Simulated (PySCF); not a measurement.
Molecule: propyl vinyl ether (C=COCCC, C$_{5}$H$_{10}$O).

Bonds (- single, = double, # triple, : aromatic): C1=C2, C2-O3, O3-C4, C4-C5, C5-C6. C1 carries H7, H8; C2 carries H9; C4 carries H10, H11; C5 carries H12, H13; C6 carries H14, H15, H16. H8 is cis to O3; H7 is trans to O3.

Frames of a GFN2-xTB Langevin trajectory at 300 K; GIAO PBE0/pcSseg-1 shieldings in PySCF 2.14.0 with density-fitted response routines, gas phase, non-relativistic; equivalent atoms averaged within each frame.

Referencing at the same level of theory: 13C (186.93 ppm), 1H (31.72 ppm) against TMS; H2O for 17O (336.08 ppm). The references are static minima.

Task: How do the shifts (ppm) fluctuate along the trajectory?

Result: 
```
         time (fs)     C2    C1    C4    C5    C6     O3    H9    H7  H10/H11    H8
               250  160.7  81.4  72.4  25.5  10.7  157.3  6.53  4.12     3.88  2.62
               425  158.9  81.6  82.6  27.8  16.3  164.0  6.42  4.28     4.46  3.97
               625  155.8  85.7  67.6  25.5  12.3  141.4  6.53  4.74     2.76  4.61
               800  164.9  91.1  80.2  29.3  16.6  154.4  6.19  4.27     4.16  3.69
              1000  164.3  90.5  72.9  23.0  13.2  150.1  7.47  4.30     4.18  5.37
    mean of frames  160.9  86.0  75.1  26.2  13.8  153.4  6.63  4.34     3.89  4.05
standard deviation    3.8   4.7   6.1   2.4   2.6    8.4  0.49  0.24     0.67  1.03
```

5 frames give an uncertainty of the mean of about the standard deviation over 2.2 at best, since frames this close in time may not be independent; classical motion lacks zero-point vibration, and the reference would need the same averaging.
